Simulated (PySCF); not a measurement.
Delta-SCF ions had no search for a lower state. 

Species: H2S, SMILES `S` (charge 0, multiplicity 1).

Problem. Predict the HOMO–LUMO gap, vertical ionisation energy (Delta-SCF) and dipole moment from PBE-D3(BJ)/def2-TZVP // B3LYP-D3(BJ)/def2-SVP (PySCF).

Solution. 
```
Item                                      Result
--------------------------------------  --------
HOMO–LUMO gap                            5.69 eV
vertical ionisation energy (Delta-SCF)  10.34 eV
dipole moment                             1.13 D
```
